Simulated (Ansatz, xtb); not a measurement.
**H2NSi2: which of two structures lies lower**

Structure X is `[Si]=N[SiH2]`, a doublet and structure Y is a doublet given by its coordinates. Both are isolated molecules in the gas phase, relaxed with r2SCAN-D4/def2-SVP; the shapes shown needn't be the lowest conformers.

X (Å):

```yaml
atoms:
  - { symbol: N, position_ang: [-1.0389, 0.3072, 0.3671] }
  - { symbol: Si, position_ang: [-2.4017, 0.8262, -0.2708] }
  - { symbol: Si, position_ang: [0.4773, -0.1045, 1.0292] }
  - { symbol: H, position_ang: [1.1977, -1.1417, 0.2273] }
  - { symbol: H, position_ang: [0.3934, -0.4967, 2.4703] }
```

Y (Å):

```xyz
5

N     0.2432   -0.3254    0.4233
Si   -0.2982   -0.0166    2.0294
Si   -0.0836    1.4200    0.1562
H     0.5136   -1.1493   -0.1135
H    -1.1167    1.4985   -0.9567
```

Close contacts (Å): N1–Si2 1.72, N1–Si3 1.80, Si2–Si3 2.37, N1–H4 1.02, Si3–H5 1.52.

Quicker runs give these differences E(Y) − E(X): GFN2-xTB +25.7 kcal/mol; HF/STO-3G +10.6 kcal/mol (at GFN2-xTB geometries); r2SCAN-D4/def2-SVP//GFN2-xTB +10.0 kcal/mol.

Problem. Estimate E(Y) − E(X) at the level CCSD(T)/def2-TZVP.

Solution. Calculated at CCSD(T)/def2-TZVP: E(Y) − E(X) = +15.3 kcal/mol, so structure X lies lower.

The same difference at several levels:

```
                       level            geometry  E(Y) − E(X) (kcal/mol)  departure from the last row (kcal/mol)  job, with rough time for the two
                    GFN2-xTB            GFN2-xTB                     +25.7                                   +10.4              optimisation, 0.65 s
                   HF/STO-3G            GFN2-xTB                     +10.6                                    −4.7               single point, 2.8 s
r2SCAN-D4/def2-SVP//GFN2-xTB            GFN2-xTB                     +10.0                                    −5.3               single point, 9.3 s
          r2SCAN-D4/def2-SVP  r2SCAN-D4/def2-SVP                     +12.6                                    −2.7             optimisation, 2.5 min
                HF/def2-TZVP  r2SCAN-D4/def2-SVP                     +20.5                                    +5.2           part of the CCSD(T) run
               MP2/def2-TZVP  r2SCAN-D4/def2-SVP                     +19.4                                    +4.1           part of the CCSD(T) run
           CCSD(T)/def2-TZVP  r2SCAN-D4/def2-SVP                     +15.3                                                     single point, 1.7 min
```

The levels shown agree on the order. The largest departure from CCSD(T)/def2-TZVP is that of GFN2-xTB, 10.4 kcal/mol.

With harmonic frequencies from r2SCAN-D4/def2-SVP (ideal gas, rigid rotor, one conformer each, 200 K, 1 atm): the zero-point term adds +1.8 kcal/mol; ΔH is +16.9 and ΔG +17.2 kcal/mol.

Open shells are spin-unrestricted, with notable spin contamination under HF/STO-3G. The correlated steps freeze 11 core orbitals. Mirror images aren't counted in ΔG. Run with Ansatz 0.2.0, xtb 6.7.1; the last row on 1 thread of Intel(R) Xeon(R) Processor @ 2.50GHz (Skylake/Cascade Lake) on a shared host.
